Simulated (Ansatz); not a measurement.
SnH2⁻, doublet: reading a ladder of total energies

Geometry: a PBE0/def2-TZVPD stationary point for this spin, not checked as a minimum.

```tsv
atom	x (Å)	y (Å)	z (Å)
Sn	0.0000	-0.0211	0.0000
H	0.0000	1.2419	-1.2881
H	0.0000	1.2419	1.2881
```

Basis def2-TZVPD with its core potentials; Ansatz 0.2.0. Correlated methods freeze the noble-gas cores and the filled d shells of p-block atoms, which leaves 7 electrons in 65 orbitals. Prefix R: restricted or restricted open-shell reference; prefix U: unrestricted. No spin–orbit coupling is included; scalar relativity enters through the core potentials alone.

Full CI isn't at hand for all of this; UCCSDT(Q) serves as the reference, and is uncertain by about the last step of the cluster series.

Runs differ by some tens of microhartree through their thresholds and, for an open shell, their frozen cores, so steps under 0.03 kcal/mol mean nothing.

| level | total energy (hartree) |
| --- | --- |
| UHF | -214.501352 |
| UMP2 | -214.601643 |
| UCCSD | -214.626352 |
| UCCSD(T) | -214.630423 |
| UCCSDT | -214.631310 |
| UCCSDT(Q) | -214.631460 |

Q: What is the correlation energy at UCCSDT(Q), and what share of it do UMP2 and UCCSD recover?

A: E(corr) = -214.631460 − (-214.501352) = -0.130108 hartree = -3.540 eV. UMP2: -0.100291 / -0.130108 = 77.08 %. UCCSD: -0.125000 / -0.130108 = 96.07 %.

Q: By how many kcal/mol does UCCSD(T) miss UCCSDT(Q) (1 hartree = 627.509 kcal/mol), and which steps make up the rest?

A: -214.630423 − (-214.631460) = 0.001037 hartree = 0.65 kcal/mol. Steps: UCCSDT − UCCSD(T) = -0.56, UCCSDT(Q) − UCCSDT = -0.09 kcal/mol. That is within 1 kcal/mol of the reference in this basis, which itself misses far more of the correlation at the basis-set limit.
